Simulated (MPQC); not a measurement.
**BOF (fluoro(oxo)borane) in MPQC**

Aim: the energy of BOF (fluoro(oxo)borane).

Program for the calculation: MPQC 2.3.1.

2 further runs of the same task are left out: 1 that didn't finish, 1 set aside as unsound or not needed.

### 1 The structure to begin with

The species is BOF (3 atoms), meant as a singlet with charge 0. As SMILES, `O=BF`. Geometry: relaxed at PBE0-D4/def2-TZVP.

Bond lengths: O1–B2 1.206 Å, B2–F3 1.282 Å. Angles: O1–B2–F3 180.0°.

### 2 The input as written

Contents of input.in:

```
% BFO
molecule<Molecule>: (
  symmetry = auto
  unit = bohr
  { atoms geometry } = {
    O  [ 1.85778975    -1.06788423     0.90687957 ]
    B  [ 0.03836144    -0.02192082     0.01870829 ]
    F  [ -1.89615119     1.08999403    -0.92558786 ]
  }
)
basis<GaussianBasisSet>: (
  name = "631+G*"
  molecule = $:molecule
  basisdir = "."
  puream = yes
)
mpqc: (
  checkpoint = no
  savestate = no
  restart = no
  do_energy = yes
  do_gradient = no
  optimize = no
  mole<MBPT2>: (
    molecule = $:molecule
    basis = $:basis
    memory = 1000000000
    method = mp
    nfzc = 3
    reference<CLHF>: (
      molecule = $:molecule
      basis = $:basis
      total_charge = 0
      memory = 1000000000
      print_evals = yes
      maxiter = 69
      guess_wavefunction<CLHF>: (
        molecule = $:molecule
        total_charge = 0
        memory = 1000000000
        value_accuracy = 1e-3
        basis<GaussianBasisSet>: (
          name = "STO-2G"
          molecule = $:molecule
        )
      )
    )
  )
)
```

Command:

```console
mpqc input.in > input.out
```

Standard output:

```text
MPQC: Massively Parallel Quantum Chemistry
                                   Version 2.3.1

  Using IntegralV3 by default for molecular integrals evaluation

  Molecule: setting point group to c2v
  GaussianBasisSet::count_shells_ couldn't find ":basis:oxygen:631+G*":
  PrefixKeyVal: error: "The keyword was not found."
    prefix:
      "basis"
    keyval:
    ParsedKeyVal: error: "The keyword was not found."
ERROR: EXCEPTION RAISED:
GaussianBasisSet::count_shells_ -- couldn't find the basis set
terminate called after throwing an instance of 'std::runtime_error'
```

Wall time 0.1 s (1 thread of Arm Neoverse N1, shared host).

### 3 What went wrong

The program refused the input.

The log says `GaussianBasisSet::count_shells_ -- couldn't find the basis set`. Cause: the input names a basis that the program doesn't know. To mend it: basis set 6-31+G* in place of 631+G*.
